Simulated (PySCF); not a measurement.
BH2(CH2SiH3), CH7BSi.
Structure used (PBE0-D3(BJ)/def2-SVP), in Å, numbered top down from 1:
```
atom  x, y, z in Å
B1     0.7143    1.1941   -0.6519
H2     1.9163    1.2097   -0.5036
H3     0.1117    2.2430   -0.5933
C4    -0.0398   -0.1375   -0.8171
Si5   -0.4705   -0.7434    0.9333
H6    -1.0126   -0.0544   -1.3282
H7     0.5600   -0.9541   -1.2510
H8     0.7661   -0.9617    1.7419
H9    -1.3381    0.2432    1.6436
H10   -1.2074   -2.0388    0.8262
```

Computed at PBE0/pcSseg-1 (PySCF, non-relativistic), with Q(11B) = 0.04059 b: B1, 11B (I = 3/2): χzz = 5.720 MHz, η = 0.032.

(1) Where would the pure quadrupole (NQR) lines of 11B at B1 fall for the rigid, isolated species?

## Answers

(1) From ν = (|χ|/2)√(1 + η²/3): ν = 2.860 MHz (boron bonded to C and 2 H).

In a crystal, neighbours and librations shift these lines. With a basis this small, the couplings can be 20 % off.

One conformer stands for the species.
